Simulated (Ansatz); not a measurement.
All values below come from PBE0-D3(BJ)/def2-SVP run with Ansatz (a program for electronic structure). No frequencies were computed at this level.

Ansatz 0.2 input:
```yaml
crystal:
  periodic: [false, false, false]
  atoms:
    - { symbol: S, position_ang: [-0.023053, 0.611494, -0.000001] }
    - { symbol: H, position_ang: [-0.94554, -0.341828, 0.000004] }
    - { symbol: H, position_ang: [0.968593, -0.269666, -0.000003] }
basis:
  gaussian: { orbitals: def2-svp }
hamiltonian:
  xc: pbe0
  dispersion: d3bj
relax:
  max_steps: 150
```

Output:

```
Functional definition: PBE0
281 factors; integrals over basis functions are off by at most 1.6e-4 eV
mean field evaluation 1: about -10860.3594 eV, gradient 9.1e0 eV
mean field evaluation 2: about -10860.4736 eV, gradient 7.1e0 eV
mean field evaluation 4: about -10860.6036 eV, gradient 1.4e-1 eV
mean field evaluation 8: about -10860.6025 eV, gradient 2.7e-4 eV
mean field -10860.60254666 eV, -399.1197820090 hartree, gradient 1.7e-5 eV, S^2 0.000000; 0 other end points of the search recorded, 0 dependent functions left out
reference -10860.60256074 eV, -399.1197825264 hartree; 9, 9 occupied and 19, 19 virtual orbitals, 281 factors
relax step   1: F+E_penalty+E_count = -10860.62036393 eV  Δ(F+E_penalty+E_count) = +0.000e0 eV  max|allowed force component| = 8.850e-1 eV/Å  Δτ_max = 0.0000 Å  (19 SCF iters, accepted)
these checks for a lower state are left out or cut short: starts, cluster_reference, orbital_swaps, neighbouring_geometries, increment
281 factors; integrals over basis functions are off by at most 1.5e-4 eV
mean field evaluation 16: about -10860.6145 eV, gradient 2.9e-5 eV
mean field -10860.61452830 eV, -399.1202223261 hartree, gradient 2.9e-5 eV, S^2 0.000000; 0 other end points of the search recorded, 0 dependent functions left out
reference -10860.61454236 eV, -399.1202228428 hartree; 9, 9 occupied and 19, 19 virtual orbitals, 281 factors
relax step   2: F+E_penalty+E_count = -10860.63234239 eV  Δ(F+E_penalty+E_count) = -1.198e-2 eV  max|allowed force component| = 3.352e-1 eV/Å  Δτ_max = 0.0099 Å  (21 SCF iters, accepted)
these checks for a lower state are left out or cut short: starts, cluster_reference, orbital_swaps, neighbouring_geometries, increment
281 factors; integrals over basis functions are off by at most 1.5e-4 eV
mean field -10860.61654308 eV, -399.1202963680 hartree, gradient 2.9e-5 eV, S^2 0.000000; 0 other end points of the search recorded, 0 dependent functions left out
reference -10860.61655712 eV, -399.1202968838 hartree; 9, 9 occupied and 19, 19 virtual orbitals, 281 factors
relax step   3: F+E_penalty+E_count = -10860.63435588 eV  Δ(F+E_penalty+E_count) = -2.013e-3 eV  max|allowed force component| = 6.610e-3 eV/Å  Δτ_max = 0.0053 Å  (21 SCF iters, accepted)
281 factors; integrals over basis functions are off by at most 1.5e-4 eV
mean field evaluation 32: about -10860.6165 eV, gradient 2.9e-4 eV
mean field -10860.61654308 eV, -399.1202963680 hartree, gradient 2.9e-5 eV, S^2 0.000000; 1 other end points of the search recorded, 0 dependent functions left out
reference -10860.61655712 eV, -399.1202968838 hartree; 9, 9 occupied and 19, 19 virtual orbitals, 281 factors
Total energy: -10860.63436991 eV, -399.1209514920 hartree
Atom 0 at    -0.023511     0.623641    -0.000001 Å, force    -0.000249     0.006610    -0.000000 eV/Å
Atom 1 at    -0.958566    -0.348401     0.000004 Å, force    -0.006262    -0.003546     0.000000 eV/Å
Atom 2 at     0.982077    -0.275240    -0.000003 Å, force     0.006511    -0.003064    -0.000000 eV/Å
Dipole moment:     0.010595    -0.281049     0.000000 e Å
```

Cost: very roughly 1.7 core-seconds.
